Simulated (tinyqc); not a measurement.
The integration grid: Kohn-Sham PBE on finer and finer grids in the sto-3g basis, for CH2, spin multiplicity 1. Computed by the program tinyqc with PySCF. Self-consistent on each grid; the net force on the molecule should vanish.

Geometry (angstrom):

| atom | x | y | z |
|---|---|---|---|
| C | 0.0000 | 0.0000 | 0.0000 |
| H | 0.0000 | 1.0010 | 0.6830 |
| H | 0.0000 | -1.0010 | 0.6830 |

Kohn-Sham energy on Becke grids (radial x angular points per atom):

| grid | points | residual of the electron count | E (hartree) | E - finest (mhartree) | largest net force without grid terms (hartree/bohr) |
|---|---|---|---|---|---|
| 10 x 14 | 416 | 2.45e-02 | -38.531893 | 7.770094 | 2.31e-02 |
| 15 x 26 | 1164 | 1.07e-02 | -38.544001 | -4.337306 | 2.01e-02 |
| 20 x 50 | 2992 | 6.74e-05 | -38.540402 | -0.738112 | 6.45e-03 |
| 30 x 86 | 7728 | 4.77e-04 | -38.539844 | -0.180628 | 1.77e-03 |
| 50 x 194 | 29080 | -5.33e-06 | -38.539659 | 0.004631 | 3.52e-05 |
| 75 x 302 | 67844 | -1.03e-06 | -38.539663 | 0.000629 | 3.41e-07 |
| 120 x 590 | 212156 | -1.04e-09 | -38.539663 | 0.000000 | 2.40e-08 |

What does the comparison show, and why?

The energy is within 0.1 mhartree of the finest grid first at 50 x 194. The error has both signs, since quadrature is not variational. The electron count and the net force are cheap signs of a poor grid.
